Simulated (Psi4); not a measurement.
# UBP86/def2-QZVPP (sweep point 6) run of CH2 (SMILES [CH2])

Aim: the vertical electron affinity of CH2 at UBP86/def2-QZVPP (sweep point 6), from 2 runs. 

The results are computed with Psi4 1.11.

### Step 1. The system as given

The species is CH2 (3 atoms), meant as a triplet with charge 0. As SMILES, `[CH2]`. Geometry: relaxed at GFN2-xTB.

Bond lengths: C1–H2 1.062 Å, C1–H3 1.062 Å. Angles: H2–C1–H3 135.1°.

### Step 2. The energy at UBP86/def2-QZVPP (sweep point 6)

Contents of job.in:

```
memory 1.6 GB

molecule m {
  0 3
  C      0.161210    -0.206190     0.067950
  H      0.548430     0.731710     0.380840
  H     -0.709640    -0.525520    -0.448790
  symmetry c1
}

set globals {
  reference uks
  puream true
  scf_type pk
  dft_radial_points 99
  dft_spherical_points 590
  maxiter 150
}

result, w = energy("bp86/def2-QZVPP", return_wfn=True)
print_variables()
```

Started as:

```console
psi4 -n 1 job.in job.out
```

job.out:

```text
[...]
  Running in c1 symmetry.
[...]
  Nuclear repulsion =    6.250127112822976
[...]
  Multiplicity = 3
[...]
  Nalpha       = 5
  Nbeta        = 3
[...]
    Number of basis functions: 117
[...]
   @UKS iter   1:   -39.05156314032751   -3.25484e-01   3.93538e-03 ADIIS/DIIS
[...]
   @UKS iter   7:   -39.16528027402878   -5.90321e-08   3.79754e-07 DIIS
[...]
   @S^2 Observed:                2.005398973E+00
[...]
    Orbital Energies [Eh]
    ---------------------
    Alpha Occupied:
       1A     -9.948551     2A     -0.621061     3A     -0.419280
       4A     -0.244405     5A     -0.212620
    Alpha Virtual:
       6A      0.022518     7A      0.079492     8A      0.119746
       9A      0.124665    10A      0.142082    11A      0.147126
      12A      0.320521    13A      0.335785    14A      0.361272
      15A      0.407114    16A      0.410876    17A      0.548302
      18A      0.587934    19A      0.665896    20A      0.668504
      21A      0.671086    22A      0.707245    23A      0.731573
      24A      0.749613    25A      0.785493    26A      1.001353
[...]
  @UKS Final Energy:   -39.16528027402878
   => Energetics <=
    Nuclear Repulsion Energy =              6.2501271128229758
    One-Electron Energy =                 -64.1242101303028278
    Two-Electron Energy =                  24.7997536100140508
    DFT Exchange-Correlation Energy =      -6.0909508665629755
    Empirical Dispersion Energy =           0.0000000000000000
    VV10 Nonlocal Energy =                  0.0000000000000000
    Total Energy =                        -39.1652802740287811
[...]
 Multipole Moments:
 ------------------------------------------------------------------------------------
     Multipole            Electronic (a.u.)      Nuclear  (a.u.)        Total (a.u.)
 ------------------------------------------------------------------------------------
 L = 1.  Multiply by 2.5417464519 to convert [e a0] to [Debye]
 Dipole X            :          0.2654223           -0.4188118           -0.1533895
 Dipole Y            :         -0.3159857            0.4985596            0.1825740
 Dipole Z            :          0.0000000            0.0000000            0.0000000
 Magnitude           :                                                    0.2384567
[...]
```

Wall time 11 s (1 thread of Intel Xeon Platinum 8488C (Sapphire Rapids), shared host); peak memory 0.69 GiB.

### Step 3. The doublet anion at the same level

Contents of job.in:

```
memory 1600 mb

molecule {
  -1 2
  C      0.161210    -0.206190     0.067950
  H      0.548430     0.731710     0.380840
  H     -0.709640    -0.525520    -0.448790
  symmetry c1
}

set {
  reference uks
  puream true
  scf_type pk
  dft_radial_points 99
  dft_spherical_points 590
  maxiter 150
}

energy('bp86/def2-QZVPP')
```

Started as:

```console
psi4 -i job.in -o job.out -n 1
```

job.out:

```text
[...]
  Running in c1 symmetry.
[...]
  Nuclear repulsion =    6.250127112822976
[...]
  Multiplicity = 2
[...]
  Nalpha       = 5
  Nbeta        = 4
[...]
    Number of basis functions: 117
[...]
   @UKS iter   1:   -38.73853649068503   -1.24576e-02   7.24455e-03 DIIS/ADIIS
[...]
   @UKS iter   7:   -39.17258778979799   -9.18325e-07   9.83208e-07 DIIS
[...]
   @S^2 Observed:                7.539020261E-01
[...]
    Orbital Energies [Eh]
    ---------------------
    Alpha Occupied:
       1A     -9.622807     2A     -0.310413     3A     -0.125154
       4A      0.082611     5A      0.098662
    Alpha Virtual:
       6A      0.212876     7A      0.261846     8A      0.318464
       9A      0.322093    10A      0.332730    11A      0.376810
      12A      0.540975    13A      0.580130    14A      0.616722
      15A      0.685461    16A      0.685632    17A      0.790903
      18A      0.822238    19A      0.910078    20A      0.919665
      21A      0.952295    22A      0.956461    23A      0.963204
      24A      0.993716    25A      1.024096    26A      1.234756
[...]
  @UKS Final Energy:   -39.17258778979799
   => Energetics <=
    Nuclear Repulsion Energy =              6.2501271128229758
    One-Electron Energy =                 -66.5619311028749507
    Two-Electron Energy =                  27.4072772699826643
    DFT Exchange-Correlation Energy =      -6.2680610697286827
    Empirical Dispersion Energy =           0.0000000000000000
    VV10 Nonlocal Energy =                  0.0000000000000000
    Total Energy =                        -39.1725877897979942
[...]
 Multipole Moments:
 ------------------------------------------------------------------------------------
     Multipole            Electronic (a.u.)      Nuclear  (a.u.)        Total (a.u.)
 ------------------------------------------------------------------------------------
 L = 1.  Multiply by 2.5417464519 to convert [e a0] to [Debye]
 Dipole X            :          0.0215621           -0.4188118           -0.3972497
 Dipole Y            :         -0.0257799            0.4985596            0.4727797
 Dipole Z            :          0.0000000            0.0000000            0.0000000
 Magnitude           :                                                    0.6175176
[...]
```

It took 11 s on 1 thread of Intel Xeon Platinum 8488C (Sapphire Rapids), shared host; peak memory 0.7 GiB.

### Step 4. What came out

At UBP86/def2-QZVPP (sweep point 6):

| quantity | value |
| --- | --- |
| triplet CH2: total energy | -39.16528 Eh |
| triplet CH2: dipole moment | 0.61 D |
| triplet CH2: HOMO energy (highest over α and β) | -5.79 eV |
| triplet CH2: LUMO energy (lowest over α and β) | -3.33 eV |
| triplet CH2: ⟨S²⟩ | 2.005 |
| doublet anion: total energy | -39.17259 Eh |
| doublet anion: HOMO energy (highest over α and β) | 3.04 eV |
| doublet anion: LUMO energy (lowest over α and β) | 4.22 eV |
| doublet anion: ⟨S²⟩ | 0.754 |
| vertical electron affinity (to the doublet anion) | 0.199 eV |

In words: At fixed nuclei the extra electron is bound by 0.20 eV (19.2 kJ/mol). The basis has no diffuse functions, so the error can be as large as this value. The HOMO (doublet anion) lies at positive energy, 3.04 eV, as semi-local functionals often give for anions; only total energies tell whether the electron is bound.
